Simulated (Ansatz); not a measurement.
**Two structures, one formula**

Two relaxed structures of BSiH4O (charge +1), singlet (PBE0-D4/def2-TZVP; forces vanish, vibrations not checked).

A:

```
atom    x (Å)    y (Å)    z (Å)
  O1  -1.4014   0.5148  -0.6953
  B2  -0.4094  -0.3433  -0.5435
 Si3   0.9847   0.1914   0.8696
  H4  -2.0772   0.2968  -1.3522
  H5  -0.2324  -1.3743  -1.1214
  H6   0.9155  -0.2287   2.2872
  H7   2.2202   0.9434   0.5556
```

B:

```tsv
atom	x (Å)	y (Å)	z (Å)
O1	-0.1214	-0.6888	-0.5616
B2	-0.9517	0.4155	-0.4305
Si3	0.5800	0.4902	0.7705
H4	-1.9489	0.6709	-1.0047
H5	-0.1612	-1.4788	-1.1312
H6	0.5585	-0.2311	2.0538
H7	1.8839	0.9750	0.2884
```

Ansatz 0.2.0; basis: def2-TZVPP; cores frozen in the correlated methods. B3LYP uses VWN-RPA correlation.

Q: Which structure is lower at CCSD(T), and by how much? (An estimate is asked for; the value comes from the calculation.)

A: The calculation gives: A, by 0.46 kcal/mol (electronic energy, against the other); a gap this small isn't resolved in one triple-zeta basis. By their contacts, A is BSiH₄O ([OH][BH][SiH2]), total charge +1 and B is BSiH₄O ([BH]1[OH][SiH2]1), total charge +1.

Q: Do the other methods give the same order? (A judgement: the text doesn't fix the answer.)

A: Computed: Not all: r2SCAN-D4, PBE0-D4, wB97M-V, MP2 give the other order.

```csv
method,E(B) − E(A) (kcal/mol)
PBE-D4,0.19
r2SCAN-D4,-1.52
PBE0-D4,-0.19
B3LYP-D4,1.58
wB97M-V,-0.83
HF,3.58
MP2,-0.33
CCSD,0.92
CCSD(T),0.46
```

The T1 diagnostic stays at or below 0.016.

Labels in which every atom is bracketed show which atoms are joined, not bond orders.

For scale, one of the runs: CCSD(T)/def2-TZVPP, 160 basis functions, launched by `ansatz run in.yaml --threads 2 --pin off --events-out ev --progress --plain --max-ram 4352MiB`. Time: 14 s of wall clock on 2 CPU threads of an Arm Neoverse V2; the host was shared. Peak host memory: 1.1 GiB.
